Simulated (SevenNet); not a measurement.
hcp Re

These are the machine-learned potential SevenNet-l3i5 (trained on PBE and PBE+U data) values and carry that method's errors.

Cell: relaxed at this level.

For hcp Re, the equilibrium lattice constant a is 2.784 Å and the lattice parameter c comes out as 4.496 Å. The equilibrium volume per atom comes out as 15.09 Å³/atom.

Measured, for comparison: lattice constant a 2.761 Å, lattice parameter c 4.458 Å (293 K, no zero-point or thermal correction; as tabulated in Wikipedia's data pages). Computed (rounded) less measured: lattice constant a +0.8 %, lattice parameter c +0.9 %.

A machine-learned potential is trained on density-functional data: it inherits that level's misses and adds fitting errors of its own.
